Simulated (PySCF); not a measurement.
1,1,1,2-tetrafluoroethane, C₂H₂F₄, SMILES FCC(F)(F)F, point group Cs.

Level: PBE0/pcSseg-1 in PySCF (density fitting, grid level 2); geometry and Hessian at that level, cubic constants and property derivatives from steps of ±0.6 along each species' dimensionless normal coordinates, second-order vibrational perturbation theory. The parent has the commonest isotopes.

Equilibrium geometry (Å):

```
atom        x        y        z
  F1   1.3029   0.0443  -1.2177
  C2   0.7852   0.1111   0.0447
  C3  -0.7118  -0.0877  -0.0155
  F4  -1.0335  -1.2755  -0.5303
  F5  -1.2127  -0.0226   1.2271
  F6  -1.3072   0.8521  -0.7518
  H7   0.9928   1.0945   0.4792
  H8   1.2205  -0.6785   0.6661
```

Question: Give the equilibrium and ground-state rotational constants (MHz) of parent; ²H at 7; ¹³C at 2; ²H at 7, ²H at 8.

Answer: 
| species | Ae | Be | Ce | A0 | B0 | C0 | Δ0 (u Å²) | harmonic ZPE (cm⁻¹) |
| --- | --- | --- | --- | --- | --- | --- | --- | --- |
| parent | 5365.6 | 2810.1 | 2770.4 | 5332.1 | 2791.7 | 2752.4 | -92.197 | 10046 |
| ²H at 7 | 5208.7 | 2789.8 | 2720.8 | 5176.2 | 2771.2 | 2703 | -93.030 | 9298 |
| ¹³C at 2 | 5328.7 | 2797.4 | 2748.3 | 5295.6 | 2779.1 | 2730.5 | -92.198 | 9995 |
| ²H at 7, ²H at 8 | 5063.2 | 2757.4 | 2684.9 | 5031.6 | 2738.9 | 2667.1 | -95.480 | 8546 |

Δ0 = Ic − Ia − Ib from the ground-state constants.

Question: How is the parent's vibrational correction B0 − Be made up?

Answer: 
| axis | harmonic | Coriolis | cubic | total (MHz) |
| --- | --- | --- | --- | --- |
| a | 7.7 | -4.92 | -36.3 | -33.5 |
| b | 2.56 | -1.7 | -19.3 | -18.5 |
| c | 3.07 | -0.873 | -20.2 | -18 |

Question: And its quartic centrifugal distortion constants from the harmonic force field?

Answer: Asymmetric top, A reduction, Ir representation: ΔJ = 0.518 kHz, ΔJK = 5.05 kHz, ΔK = -4.14 kHz, δJ = -0.00161 kHz, δK = 1.11 kHz.

A mode lies under 250 cm⁻¹, where this perturbation treatment is rough.
